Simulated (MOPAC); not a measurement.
MOPAC input (MNDO):

```
MNDO PRECISE GNORM=0.05 LET XYZ CHARGE=-1 GEO-OK AUX(PRECISION=9) THREADS=1
CF3

C     0.00050689 1   -0.00132078 1    0.55496514 1
F    -0.01645668 1    1.26857246 1   -0.12029224 1
F     1.10642385 1   -0.61968926 1   -0.12581178 1
F    -1.09030510 1   -0.64800268 1   -0.12387274 1
```

Q: What heat of formation does the run end on?

A: -178.82 kcal/mol.
